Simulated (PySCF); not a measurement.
Stepwise substitution at one centre (Si Cl-H). All species are isolated molecules in the gas phase. Strings in code marks are SMILES. All members: neutral, multiplicity 1. Level: CAM-B3LYP-D3(BJ)/def2-TZVP (PySCF). Delta-SCF ions had no search for a lower state.  The removal energy is E(N − 1 electrons) − E(N electrons) at the parent's geometry; ε(HOMO) is measured against the vacuum level.

```tsv
species	−ε(HOMO) (eV)	vertical ionisation energy (Delta-SCF) (eV)
`[SiH3]Cl`	10.40	11.63
`Cl[SiH2]Cl`	10.48	11.56
`Cl[SiH](Cl)Cl`	10.73	withheld
`Cl[Si](Cl)(Cl)Cl`	10.90	11.86
`[SiH4]`	11.32	12.63
```

### Question
Fit vertical ionisation energy (Delta-SCF) = a + b·x to the 4 complete rows by least squares, with x = −ε(HOMO) in eV. Give a, b and the rms residual, and predict the withheld value.

### Answer
Means of the 4 rows: x̄ = 10.775, ȳ = 11.92 eV. Σ(x − x̄)² = 0.5403 and Σ(x − x̄)(y − ȳ) = 0.5944, so b = 1.100 and a = ȳ − b·x̄ = 0.067 eV. The rms residual is 0.130 eV. At x = 10.73 the line gives 11.87 eV. The run for `Cl[SiH](Cl)Cl` gave 11.76 eV, so the line is off by 0.11 eV, within twice the rms residual.

Codes: PySCF.
